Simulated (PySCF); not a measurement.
## Magnesium: a sound run and one with changed settings

Sound run: Mg [Ne] 3s2, Mg⁺ [Ne] 3s1. All numbers are calculated (PySCF 2.14, the spin-free X2C one-electron Hamiltonian (Gaussian nucleus), in aug-cc-pVDZ-DK (5s4p2d, 27 functions)). The sound run starts from symmetry-adapted Hartree-Fock orbitals and uses a fine grid where one is needed.

Changed run: radial step 0.8 in ln r (0.13 in the sound run). This setting is unsound on purpose.

| species | method | sound run (hartree) | changed run (hartree) | converged |
| --- | --- | --- | --- | --- |
| Mg | UHF | -199.91423 | -199.91423 | yes |
| Mg | MN15 | -200.34201 | -200.47813 | yes |
| Mg | PBE0 | -200.27044 | -200.29896 | yes |
| Mg⁺ | UHF | -199.67045 | -199.67045 | yes |
| Mg⁺ | MN15 | -200.06111 | -200.21566 | yes |
| Mg⁺ | PBE0 | -199.99160 | -200.01759 | yes |

Ionisation energy of Mg:

```
method  sound run (eV)  changed run (eV)
   UHF           6.634             6.634
  MN15           7.644             7.142
  PBE0           7.588             7.656
```

A coarse radial grid mis-integrates the density and the exchange-correlation energy, with errors of either sign; Hartree-Fock needs no grid.

For comparison, NIST gives 7.646 eV between the lowest levels.
